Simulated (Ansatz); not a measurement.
Chalcopyrite CdSnAs2 was calculated with rVV10 (plane waves, PAW; Ansatz, an electronic-structure program).

Settings: plane-wave cutoff 520 eV, 8×8×8 k mesh, Fermi–Dirac smearing 0.01 eV, scalar-relativistic PAW data made under PBE.

Energies at three volumes about the minimum:

| V (Å³/atom) | E − E_lowest (meV/atom) |
|---|---|
| 29.233 | 1.86 |
| 29.830 | 0.00 |
| 30.427 | 1.66 |

Q: Fit a parabola by hand: where is the minimum, and what is the bulk modulus?

A: Slopes: (0.00 − 1.86)/(29.830 − 29.233) = -3.116 and (1.66 − 0.00)/(30.427 − 29.830) = 2.781 meV/Å³. Curvature E″ = 2 × (2.781 − (-3.116))/(30.427 − 29.233) = 9.878 meV/Å⁶. From the middle of the first interval, the slope vanishes at V0 = 29.5315 − (-3.116)/9.878 = 29.847 Å³/atom. B = V0 E″ = 29.847 × 9.878 meV/Å³ × 0.1602 GPa per meV/Å³ = 47.2 GPa. The full Birch–Murnaghan fit to all volumes gives V0 = 29.836 Å³/atom and B0 = 47.1 GPa.

Shape and atoms are relaxed at each volume.

Note: the relaxation could not lower the start's symmetry, so the cell can be a saddle point above a distorted one; this level leaves the solid without a gap, although one is measured.
